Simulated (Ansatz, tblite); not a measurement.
Removing an electron: MgF2⁻. The state is a doublet with charge -1. Geometry: r2SCAN-D4/def2-TZVPD. Ansatz, gas phase; energy differences of separate SCF runs; the oxidised species is a singlet (the triplet lies 5.30 eV higher at PBE0-D4/def2-TZVPD).

Cartesian coordinates in Å:
```
Mg 0.321 -0.420 -0.233
F -1.085 0.230 -1.193
F 0.764 0.190 1.426
```

The xTB rows come from tblite. Correlated methods freeze 3 core orbitals; core or outer-core shells of Mg are correlated, in sets that lack core-valence functions. The structure comes from a short search, and lower isomers may exist.

```json
{"level": "GFN1-xTB", "−HOMO (eV)": "–", "vertical IE (eV)": "7.11", "−LUMO (eV)": "–", "HOMO–LUMO gap (eV)": "–", "remarks": "–"}
{"level": "GFN2-xTB", "−HOMO (eV)": "–", "vertical IE (eV)": "6.26", "−LUMO (eV)": "–", "HOMO–LUMO gap (eV)": "–", "remarks": "–"}
{"level": "HF/def2-TZVPPD", "−HOMO (eV)": "–", "vertical IE (eV)": "1.17", "−LUMO (eV)": "–", "HOMO–LUMO gap (eV)": "–", "remarks": "–"}
{"level": "PBE-D4/def2-TZVPD", "−HOMO (eV)": "-1.07", "vertical IE (eV)": "1.41", "−LUMO (eV)": "-2.25", "HOMO–LUMO gap (eV)": "1.18", "remarks": "HOMO above zero (-1 doublet)"}
{"level": "r2SCAN-D4/def2-TZVPD", "−HOMO (eV)": "-0.98", "vertical IE (eV)": "1.39", "−LUMO (eV)": "-2.27", "HOMO–LUMO gap (eV)": "1.29", "remarks": "HOMO above zero (-1 doublet)"}
{"level": "PBE0-D4/def2-TZVPD", "−HOMO (eV)": "-0.40", "vertical IE (eV)": "1.43", "−LUMO (eV)": "-2.95", "HOMO–LUMO gap (eV)": "2.55", "remarks": "HOMO above zero (-1 doublet)"}
{"level": "MP2/def2-TZVPPD", "−HOMO (eV)": "–", "vertical IE (eV)": "1.23", "−LUMO (eV)": "–", "HOMO–LUMO gap (eV)": "–", "remarks": "–"}
{"level": "CCSD/def2-TZVPPD", "−HOMO (eV)": "–", "vertical IE (eV)": "1.28", "−LUMO (eV)": "–", "HOMO–LUMO gap (eV)": "–", "remarks": "–"}
{"level": "CCSD(T)/def2-TZVPPD", "−HOMO (eV)": "–", "vertical IE (eV)": "1.29", "−LUMO (eV)": "–", "HOMO–LUMO gap (eV)": "–", "remarks": "–"}
```

  A HOMO above zero means that the electron is unbound at that level or that self-interaction error raises the level; the energy of removing that electron tells which. HOMO and LUMO are the levels of the spin that leaves or enters (xTB has no such levels and no spin-polarisation term). Other spin states of the ions may lie lower, which would lower the ionisation energy or raise the affinity. Raw xTB energy differences between charge states are shifted by several eV; the methods need an empirical correction for them.
